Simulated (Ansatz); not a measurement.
A calculation on bcc W returned lattice constant a 3.165 Å, bulk modulus 336 GPa.

For reference: lattice constant a 3.16 Å (measured, static lattice: zero-point anharmonic expansion removed; as tabulated in Mejia-Rodriguez and Trickey (2018), arXiv:1807.09216); bulk modulus 312 GPa (measured, zero-point energy and finite temperature contributions removed, our sources range from 300 to 328; as tabulated in doi:10.1021/acs.jctc.3c00612).

**Question.** Which level of theory produced these numbers?
(A) PBE (Ansatz, a first-principles code)
(B) PBEsol-D3(BJ) (Ansatz)
(C) Hartree–Fock (Ansatz)
(D) PBE0 (Ansatz)

**Answer.** D, PBE0 (Ansatz)

The others give: Hartree–Fock 3.203 Å, 336 GPa; PBEsol-D3(BJ) 3.129 Å, 339 GPa; PBE 3.184 Å, 303 GPa.

Unless a cell is named, each level is at its own relaxed cell (Hartree–Fock 16.42, PBE 16.13, PBE0 15.85, PBEsol-D3(BJ) 15.32 Å³/atom).

Ansatz's density-functional and Hartree–Fock values are scalar-relativistic unless marked +SOC, with PAW data made under PBE.
